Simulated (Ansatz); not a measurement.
Black phosphorus, treated with rVV10 (Ansatz, a program for electronic structure, plane waves, PAW).

Numerical settings: plane-wave cutoff 520 eV, 10×10×8 k mesh (along the axes of the cell as run), Fermi–Dirac smearing 0.01 eV, scalar-relativistic PAW data made under PBE.

Energies at three volumes about the minimum:

```csv
V (Å³/atom),E − E_lowest (meV/atom)
20.018,0.71
20.426,0.00
20.835,0.63
```

Problem. Fit a parabola by hand: where is the minimum, and what is the bulk modulus?

Solution. Slopes: (0.00 − 0.71)/(20.426 − 20.018) = -1.740 and (0.63 − 0.00)/(20.835 − 20.426) = 1.540 meV/Å³. Curvature E″ = 2 × (1.540 − (-1.740))/(20.835 − 20.018) = 8.029 meV/Å⁶. From the middle of the first interval, the slope vanishes at V0 = 20.2220 − (-1.740)/8.029 = 20.439 Å³/atom. B = V0 E″ = 20.439 × 8.029 meV/Å³ × 0.1602 GPa per meV/Å³ = 26.3 GPa. The full Birch–Murnaghan fit to all volumes gives V0 = 20.427 Å³/atom and B0 = 26.2 GPa.

Shape and atoms are relaxed at each volume.

Measured, for comparison: bulk modulus 29.8 ± 0.7 GPa (room temperature, not corrected to a static lattice, our sources range from 29.8 to 33.3; as tabulated in Muhammad et al. (2024), arXiv:2307.07533); equilibrium volume per atom 18.97 Å³/atom (temperature not stated, not corrected to a static lattice; as tabulated in Appalakondaiah et al. (2012), arXiv:1211.3512). Computed (rounded) less measured: bulk modulus -12 % (against room or unstated temperature, where such soft solids are markedly softer), equilibrium volume per atom +7.7 %.

Note: the bulk modulus comes from volumes at which shape and atoms were relaxed.
